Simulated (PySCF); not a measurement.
Compound: C4H9S (doublet state).
Geometry (GFN2-xTB, Å), atoms numbered from 1 in this order:
```xyz
14
C4H9S angstrom
C      1.6188   -0.0733   -0.4710
C      0.2829    0.6737   -0.6176
C     -0.7420    0.2320    0.3670
C     -1.5477   -0.9922    0.1236
S     -0.5797    0.7291    2.0267
H      1.4783   -1.1370   -0.6458
H      2.0199    0.0626    0.5312
H      2.3410    0.3048   -1.1907
H     -0.1062    0.5053   -1.6252
H      0.4725    1.7465   -0.5022
H     -2.3079   -1.1069    0.8934
H     -2.0369   -0.9302   -0.8494
H     -0.9331   -1.8998    0.1220
H      0.0396    1.8850    1.7711
```

The hyperfine couplings belong to this conformer and change with its torsions.

Identity: `CC[C](C)S` [radical].

Method: UKS B3LYP, pcH-1 on C H S, non-relativistic, mean-field spin-orbit, GIAO (PySCF). The structure is a single GFN2-xTB conformer in the gas phase; no vibrational or solvent corrections. Couplings are sensitive to structure, and on GFN2-xTB geometries they can be far from those on DFT ones. The SCF solution wasn't tested for stability.

Mulliken spin populations: C1 +0.046, C2 -0.058, C3 +0.844, C4 -0.069, S5 +0.128, H6 -0.002, H7 -0.004, H8 +0.006, H9 +0.007, H10 +0.015, H11 +0.006, H12 +0.021, H13 +0.056, H14 +0.004.

**Question.** What dipolar couplings does the calculation give for H6, H7, H8, H9, H10, H11, H12, H13?

**Answer.** 
```json
{"atom": "H6", "position": "γ, 3 bonds from C3", "distance from C3 (Å)": "2.80", "T1 (MHz)": "-4.19", "T2": "-1.41", "T3": "5.60"}
{"atom": "H7", "position": "γ, 3 bonds from C3", "distance from C3 (Å)": "2.77", "T1 (MHz)": "-4.32", "T2": "-0.89", "T3": "5.21"}
{"atom": "H8", "position": "γ, 3 bonds from C3", "distance from C3 (Å)": "3.45", "T1 (MHz)": "-3.28", "T2": "-1.42", "T3": "4.69"}
{"atom": "H9", "position": "β, 2 bonds from C3", "distance from C3 (Å)": "2.11", "T1 (MHz)": "-5.27", "T2": "-4.01", "T3": "9.28"}
{"atom": "H10", "position": "β, 2 bonds from C3", "distance from C3 (Å)": "2.13", "T1 (MHz)": "-4.94", "T2": "-4.17", "T3": "9.11"}
{"atom": "H11", "position": "β, 2 bonds from C3", "distance from C3 (Å)": "2.13", "T1 (MHz)": "-4.47", "T2": "-3.87", "T3": "8.35"}
{"atom": "H12", "position": "β, 2 bonds from C3", "distance from C3 (Å)": "2.12", "T1 (MHz)": "-4.81", "T2": "-4.32", "T3": "9.13"}
{"atom": "H13", "position": "β, 2 bonds from C3", "distance from C3 (Å)": "2.15", "T1 (MHz)": "-4.21", "T2": "-3.02", "T3": "7.23"}
```

**Question.** Estimate them with point dipoles: put each population ρk at its nucleus, leave out the nucleus itself and the atom bound to it, and sum T = Σ [ρk/(2S)]·C·(3 n nᵀ − 1)/r³ with C = μ0 gₑ μB g_N μN/(4π h) = 79.06 MHz Å³.

**Answer.** 
```
atom  T1 (MHz)     T2     T3  T3, computed  difference in T3 (%)
  H6     -3.05  -2.75   5.80          5.60                    +4
  H7     -3.21  -2.95   6.16          5.21                   +18
  H8     -1.45  -1.28   2.73          4.69                   -42
  H9     -7.33  -6.68  14.01          9.28                   +51
 H10     -7.25  -6.60  13.85          9.11                   +52
 H11     -7.66  -5.99  13.64          8.35                   +63
 H12     -7.80  -5.94  13.74          9.13                   +51
 H13     -7.00  -6.39  13.39          7.23                   +85
```

In T3 the estimate is closest for H6 (+4 %, 2.80 Å from C3) and worst for H13 (+85 %, 2.15 Å).

**Question.** If all the spin sat on C3, T∥ = 2C/r³. What distance does the computed T3 of H8 then imply?

**Answer.** r = (2 × 79.06/4.69)^(1/3) = 3.23 Å, against 3.45 Å in the structure.
